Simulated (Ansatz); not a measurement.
AlOH3⁻, that is AlH2(OH) with one electron more. Total charge -1; doublet. Geometry r2SCAN-D4/def2-TZVP, that of the neutral singlet; atoms count from 1.

```csv
atom,x (Å),y (Å),z (Å)
Al1,0.326,-0.114,-0.379
H2,-0.638,-0.292,-1.622
H3,1.892,-0.277,-0.435
O4,-0.321,0.279,1.141
H5,-1.258,0.403,1.295
```

The highest occupied level of the charge -1 doublet lies above zero (up to 2.16 eV). By energy differences it is unbound by 0.48 eV (vertical, against the charge 0 singlet, at PBE0-D4/def2-TZVPD) and held by the finite basis.

Q: Estimate the Mulliken populations from the PBE0/def2-TZVPD orbitals of Ansatz.

A: 
```csv
atom,charge (e),spin (α − β)
Al1,-0.47,0.89
H2,-0.06,-0.06
H3,-0.06,-0.03
O4,-0.70,0.23
H5,0.28,-0.03
```
Mulliken values depend strongly on the basis. With diffuse functions, as here, like atoms can get unlike values, and bond orders can come out too low or too high.

Q: Where does the spin sit?

A: Summed by element: Al 0.89, H -0.12, O 0.23, of 1 unpaired in all. Largest on single atoms: Al1 0.89, O4 0.23, H2 -0.06.

Q: And the Mayer bond orders between heavy atoms (over 0.3)?

A: Al1–O4 1.46 (1.70 Å).
